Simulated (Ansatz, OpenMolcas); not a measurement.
# A ladder of methods for BH2 (boron dihydride)

The species is BH2 (3 atoms), meant as a doublet with charge 0. As SMILES, `[BH2]`. The shape is that of a GFN2-xTB optimisation.

```xyz
3

B     0.2628   -0.1662    0.1286
H     0.2800    0.9853    0.2610
H    -0.5429   -0.8191   -0.3896
```

Quantity: the vertical energy of the quartet above the doublet, in eV. The values are calculated.

```csv
level,kind,program,value (eV),less FCI/3-21G,CPU time (all runs)
USVWN5/3-21G,LDA,OpenMolcas,5.13,-0.30,5.8 s
U-r2SCAN/3-21G,meta-GGA,Ansatz,5.26,-0.17,2.9 s
U-r2SCAN0/3-21G,hybrid meta-GGA,Ansatz,5.36,-0.07,3.2 s
UM06-2X/3-21G,hybrid meta-GGA,OpenMolcas,5.77,+0.34,8.8 s
UB2PLYP/3-21G,double hybrid,Ansatz,5.69,+0.26,1.4 s
UMP2/3-21G,perturbation theory,Ansatz,5.50,+0.07,0.13 s
ROCCSD(T)/3-21G,coupled cluster or CI,OpenMolcas,5.43,0.00,4.5 s
UCCSD/3-21G,coupled cluster or CI,Ansatz,5.42,-0.01,0.37 s
FCI/3-21G,exact in the basis,Ansatz,5.43,0.00,0.55 s
```

FCI/3-21G is exact within its basis and frozen core, so for wave-function methods in that basis the difference is their error; functionals converge differently with the basis, so for them it is only a difference. The values span 5.13 to 5.77 eV. All rows use very small basis sets, so even the best lies far from the true value. CPU times are rough (shared hosts, several kinds of processor): they show what a rung costs within a factor of a few.
